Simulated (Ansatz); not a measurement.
# Titanium, hcp under PBE: how the Fermi-Dirac smearing moves the result

A convergence test of the Fermi-Dirac smearing width. The geometry was relaxed under PBE beforehand and stays fixed; 6 values are run, from 0.01 to 1.0 eV. Wanted are the values from which on the energy stays within 10 and 1 meV/atom, and the pressure within 0.5 GPa, of the narrowest run. Within the series other settings stay, but some runs also write fields, which adds to their time. Spin polarisation is left out.

Program: Ansatz 0.2.0. Level of theory: DFT PBE, plane waves with PAW, scalar-relativistic. These are calculated values, not measurements.

## 1. The structure to begin with

Symmetry: P6_3/mmc, No. 194, hexagonal system. The conventional cell has a = 2.939 Å, b = 2.939 Å, c = 4.656 Å, α = 90.00°, β = 90.00°, γ = 120.00°. Around Ti (site symmetry -6m2) lie 12 Ti at 2.88 to 2.94 Å.

Structure file:

```
CELL_PARAMETERS angstrom
2.93908 0.00000 0.00000
-1.46954 2.54531 0.00000
0.00000 0.00000 4.65599
ATOMIC_POSITIONS crystal
Ti 0.33333 0.66667 0.25000
Ti 0.66667 0.33333 0.75000
```

## 2. Run at 0.01 eV

The run at 0.01 eV.

Contents of input.yaml:

```yaml
crystal:
  lattice:
    - [2.9390756844, 0.0, 0.0]
    - [-1.4695378422, 2.5453142064, 0.0]
    - [0.0, 0.0, 4.6559893251]
  atoms:
    - { symbol: Ti, position: [0.3333333333, 0.6666666667, 0.25] }
    - { symbol: Ti, position: [0.6666666667, 0.3333333333, 0.75] }
hamiltonian:
  xc: pbe
  pseudopotentials:
    kind: paw
    azcp:
      Ti: "pseudopotentials/Ti.paw.azcp"
basis:
  ecutwfc: 420
  fft_grid_basis: typed
kpoints:
  mp_grid: { grid: [12, 12, 7], shift: [0, 0, 0] }
magnetization:
  spin_polarized: false
scf:
  occupations: { method: fermi_dirac, width: 0.01 }
  lower_state_search: "off"
output:
  stress: true
  write_density: true
  write_potential: true
  elf: true
  volumetric_format: npy
```

Launch:

```bash
$ ansatz run input.yaml --threads 1 --pin off --max-ram 3584MiB --backend cpu --events-out ev --progress --plain --runs-dir out
```

## 3. Run at 0.03 eV

The run at 0.03 eV.

input.yaml: that of step 2 with these lines changed.

```diff
@@ -22,3 +22,3 @@
 scf:
-  occupations: { method: fermi_dirac, width: 0.01 }
+  occupations: { method: fermi_dirac, width: 0.03 }
   lower_state_search: "off"
@@ -26,5 +26 @@
   stress: true
-  write_density: true
-  write_potential: true
-  elf: true
-  volumetric_format: npy
```

## 4. Run at 0.2 eV

The run at 0.2 eV.

input.yaml: that of step 3 with these lines changed.

```diff
@@ -22,3 +22,3 @@
 scf:
-  occupations: { method: fermi_dirac, width: 0.03 }
+  occupations: { method: fermi_dirac, width: 0.2 }
   lower_state_search: "off"
```

## 5. Run at 0.3 eV

The run at 0.3 eV.

input.yaml: that of step 4 with these lines changed.

```diff
@@ -22,3 +22,3 @@
 scf:
-  occupations: { method: fermi_dirac, width: 0.2 }
+  occupations: { method: fermi_dirac, width: 0.3 }
   lower_state_search: "off"
@@ -26 +26,5 @@
   stress: true
+  write_density: true
+  write_potential: true
+  elf: true
+  volumetric_format: npy
```

## 6. Run at 0.6 eV

The run at 0.6 eV.

input.yaml: that of step 5 with these lines changed.

```diff
@@ -22,3 +22,3 @@
 scf:
-  occupations: { method: fermi_dirac, width: 0.3 }
+  occupations: { method: fermi_dirac, width: 0.6 }
   lower_state_search: "off"
@@ -26,5 +26 @@
   stress: true
-  write_density: true
-  write_potential: true
-  elf: true
-  volumetric_format: npy
```

## 7. Run at 1.0 eV

The run at 1.0 eV.

input.yaml: that of step 6 with these lines changed.

```diff
@@ -22,3 +22,3 @@
 scf:
-  occupations: { method: fermi_dirac, width: 0.6 }
+  occupations: { method: fermi_dirac, width: 1.0 }
   lower_state_search: "off"
```

(Steps that only read results are left out.)

**Question.** What will these runs give?

The runs gave:

```
                                           quantity                       value
       E(σ → 0) stays within 10 meV/atom of 0.01 eV                up to 0.2 eV
                   E(σ → 0) stays within 1 meV/atom               up to 0.03 eV
                      pressure stays within 0.5 GPa               up to 0.03 eV
                                pressure at 0.01 eV                   -0.11 GPa
energy of a separate run on a finer mesh (20×20×11)  +0.8 meV/atom from 0.01 eV
```

What this shows: At 1.0 eV the energy differs by -199.2 meV/atom and the pressure by +17.8 GPa. Over the range F shifts by -2327.7 meV/atom, while E(σ → 0) shifts by -199.2. With this scheme F falls about as the square of the width. The mesh (12×12×7) is fixed, so the narrowest widths carry a k-point error of their own. The yardstick itself is unsettled by 0.8 meV/atom against the finer mesh, so the thresholds above hold only within this series, and wider smearing, which averages over more states, can land nearer the fine-mesh value than the narrowest does.
